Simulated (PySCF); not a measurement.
**Electronic absorption of C5H7N**

Species: C₅H₇N.
SMILES with atom numbers: `[CH2:1]=[CH:2][C:3](=[CH2:4])[N:5]=[CH2:6]` (hydrogens: H7, H8 on C1; H9 on C2; H10, H11 on C4; H12, H13 on C6)

Computed with PySCF 2.14.0, density-fitted response routines, TDDFT wB97X-D/def2-SVPD, vertical, gas phase, core orbitals frozen in the response. One conformer (not necessarily the lowest) at the PBE0-D3(BJ)/def2-SVP geometry, without solvent, vibrations or thermal averaging. Torsions of this conformer, `[CH2:1]=[CH:2][C:3](=[CH2:4])[N:5]=[CH2:6]`: C1–C2–C3–C4 -176°, C2–C3–N5–C6 130°.

```tsv
state	E (eV)	E (kJ/mol)	λ (nm)	f	|μ| (D)	main configurations (H = HOMO, L = LUMO)
S1	4.52	436	274.4	0.032	1.36	H→L (37%), H-1→L (26%), H→L+1 (22%)
S2	5.44	525	227.8	0.030	1.21	H-1→L (51%), H→L (22%), H→L+1 (16%)
S3	5.67	547	218.7	0.381	4.21	H→L+1 (51%), H→L (38%)
S4	6.36	614	194.8	0.201	2.89	H-1→L+1 (66%), H-1→L (17%), H→L+1 (9%)
S5	6.84	660	181.2	0.0038	0.38	H→L+2 (78%), H→L+3 (10%)
S6	7.05	680	176.0	0.093	1.87	H-2→L (87%)
S7	7.46	720	166.3	0.035	1.11	H→L+3 (51%), H-1→L+2 (12%), H→L+4 (9%)
S8	7.52	725	165.0	0.0057	0.45	H-3→L (61%), H→L+3 (8%)
S9	7.65	738	162.1	0.045	1.25	H→L+4 (67%)
S10	7.82	754	158.6	0.089	1.73	H-2→L+1 (52%), H→L+6 (27%)
```

Triplets (Tamm–Dancoff): T1 3.16 eV, H→L (82%), H→L+1 (8%); T2 3.96 eV, H→L+1 (42%), H-1→L (42%); T3 4.63 eV, H-2→L (41%), H-1→L+1 (26%), H→L+1 (9%); T4 5.00 eV, H-1→L+1 (28%), H-2→L+1 (20%), H-1→L (13%).

The lowest singlet comes at 274 nm (436 kJ/mol) in the ultraviolet; it is of moderate strength; its leading configuration is HOMO→LUMO (37%). The strongest level in the table is S3 at 5.67 eV (219 nm, f = 0.381). Löwdin shares by element: HOMO carbon 76% or more (atoms not listed hold the other 24%); LUMO carbon 51% or more, nitrogen 15% (atoms not listed hold the other 34%). Of the 10 states listed, 8 reach f = 0.01 and none stays under 0.0005. The listed states span 3.30 eV, and the widest gap between neighbours is 0.92 eV (S1 to S2). The oscillator strengths of these states sum to 0.916; summed over the whole spectrum of an exact calculation they would give the number of electrons, 44 (Thomas–Reiche–Kuhn). The vertical ionisation energy (ΔSCF) is 8.53 eV, 0.71 eV above S10. Only the lowest 10 singlets were computed, as vertical energies without vibronic structure.
